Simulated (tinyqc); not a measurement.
Worked calculation: Pariser-Parr-Pople SCF with singles CI, for the molecule NC1=NC=C1 (SMILES; centres numbered as the heavy atoms are written). Computed by tinyqc, a small Python program that keeps every step. Settings: charge = 0, gamma = MN, start = huckel, damping = 0, iteration cap = 63, excitations kept = 6. Command: `OMP_NUM_THREADS=1 python tinyqc.py 29405 29406 out.jsonl` (the two numbers bound the seeds that draw the settings). One thread of a shared host (Intel(R) Xeon(R) Processor @ 2.60GHz), about 0.02 s of CPU time with the checks. Later iterations appear only in the table of the cycle.

## PPP integrals

Centres (angstrom, eV; a flat drawing with bonds scaled to 1.40 angstrom):
```
centre          x          y  core charge z          W   gamma_rr
1N       1.912000   0.000000              2  27.110000  16.880000
2C       0.512000   0.000000              1  11.180000   9.610000
3N      -0.478000   0.990000              1  13.820000  12.750000
4C      -1.468000   0.000000              1  11.180000   9.610000
5C      -0.478000  -0.990000              1  11.180000   9.610000
```

Resonance integrals (eV):
```
i  j       beta
1  2  -2.350000
2  3  -2.370000
3  4  -2.370000
4  5  -2.390000
5  2  -2.390000
```

Mataga-Nishimoto: gamma = 14.399645/(R + a), a = 2 x 14.399645/(gamma_rr + gamma_ss); H_rr = -W_r - sum_(s != r) z_s gamma_rs; H_rs = beta for bonds.

repulsion gamma_rs (eV), lower triangle:
```
           1N        2C         3N        4C        5C
1N  16.880000
2C   5.789556  9.610000
3N   4.046103  5.356903  12.750000
4C   3.223434  4.139730   5.356903  9.610000
5C   3.919226  4.968010   4.406280  4.968010  9.610000
```

core matrix H (eV), lower triangle:
```
            1N          2C          3N          4C          5C
1N  -44.088318
2C   -2.350000  -37.223755
3N    0.000000   -2.370000  -37.032292
4C    0.000000    0.000000   -2.370000  -32.091510
5C    0.000000   -2.390000    0.000000   -2.390000  -33.360750
```

## Starting guess

pi electrons, sum of z_r less the charge = 6

Orbitals of the Hueckel matrix of the beta values.

P at the start, lower triangle:
```
           1N        2C         3N        4C        5C
1N   1.000000
2C   0.861698  1.000000
3N   0.000000  0.357291   1.504202
4C  -0.507422  0.000000   0.606747  1.000000
5C   0.000000  0.360306  -0.499982  0.611867  1.495798
```

## Iteration 1: Fock matrix

F_rr = H_rr + P_rr gamma_rr / 2 + sum_(s != r) P_ss gamma_rs; F_rs = H_rs - P_rs gamma_rs / 2; E = tr P (H + F) / 2 + core repulsion sum_(r<s) z_r z_s gamma_rs.

F (eV), lower triangle:
```
            1N         2C         3N         4C         5C
1N  -14.686803
2C   -4.844424  -7.000466
3N    0.000000  -3.326986  -6.092191
4C    0.817821   0.000000  -3.995142  -4.434343
5C    0.000000  -3.285002   1.101531  -3.909881  -5.690261
```

pi energy = -87.212385 eV

## Iteration 1: orbitals and new P

Diagonalise F (the basis is taken as orthonormal) and form P = 2 sum c c over the lowest orbitals.

orbital energies (eV): -17.405016  -11.645411  -6.986700  -4.225667  2.358731

P after iteration 1, lower triangle:
```
           1N        2C         3N        4C        5C
1N   1.702587
2C   0.603751  0.668110
3N  -0.098447  0.420368   1.509822
4C  -0.346790  0.385288   0.546525  0.639895
5C  -0.109096  0.447413  -0.504967  0.550387  1.479586
```

## Iteration 2: Fock matrix

As before.

F (eV), lower triangle:
```
            1N         2C         3N         4C         5C
1N  -11.880039
2C   -4.097724  -6.068703
3N    0.199163  -3.495935  -6.992008
4C    0.558927  -0.797493  -3.833840  -5.324275
5C    0.213785  -3.501376   1.112512  -3.757164  -6.427637
```

pi energy = -90.469996 eV

## Iteration 2: orbitals and new P

As before.

orbital energies (eV): -14.940212  -11.906312  -7.815243  -3.576870  1.545975

P after iteration 2, lower triangle:
```
           1N        2C         3N        4C        5C
1N   1.691159
2C   0.621019  0.660504
3N  -0.098446  0.400718   1.515567
4C  -0.338548  0.385702   0.551357  0.669526
5C  -0.111027  0.435588  -0.509833  0.568693  1.463244
```

## Iteration 3: Fock matrix

As before.

F (eV), lower triangle:
```
            1N         2C         3N         4C         5C
1N  -11.965814
2C   -4.147714  -6.099160
3N    0.199162  -3.443304  -6.955646
4C    0.545644  -0.798351  -3.846783  -5.300635
5C    0.217569  -3.472002   1.123234  -3.802635  -6.416215
```

pi energy = -90.482343 eV

## Iteration 3: orbitals and new P

As before.

orbital energies (eV): -15.003994  -11.923746  -7.804964  -3.563225  1.558459

P after iteration 3, lower triangle:
```
           1N        2C         3N        4C        5C
1N   1.689534
2C   0.624657  0.657746
3N  -0.099384  0.396375   1.516687
4C  -0.334523  0.385993   0.552797  0.675113
5C  -0.112088  0.431929  -0.510353  0.572685  1.460919
```

## Convergence

Stop when output and input P, before any damping, agree to 1e-7.

Course of the cycle:
```
iteration        E (eV)  largest |P(out) - P(in)|
1          -87.21238457                  7.03e-01
2          -90.46999595                  2.96e-02
3          -90.48234336                  5.59e-03
4          -90.48310453                  1.38e-03
5          -90.48316562                  6.06e-04
6          -90.48317259                  4.41e-04
7          -90.48317551                  4.36e-04
8          -90.48317893                  4.86e-04
9          -90.48318356                  5.69e-04
10         -90.48318992                  6.69e-04
11         -90.48319865                  7.84e-04
...                 ...                       ...
53         -90.63703802                  1.27e-03
54         -90.63707343                  9.74e-04
55         -90.63709422                  7.46e-04
56         -90.63710640                  5.71e-04
57         -90.63711351                  4.37e-04
58         -90.63711766                  3.34e-04
59         -90.63712008                  2.55e-04
60         -90.63712149                  1.94e-04
61         -90.63712231                  1.48e-04
62         -90.63712278                  1.13e-04
63         -90.63712306                  8.62e-05
```

Not converged within 63 iterations: the residual falls steadily but slowly, by a factor of about 0.76 a step. Reruns (cap 100 unless said): damping 0.5: not converged; the original settings with a cap of 400: converged in 88 (E = -90.63712).
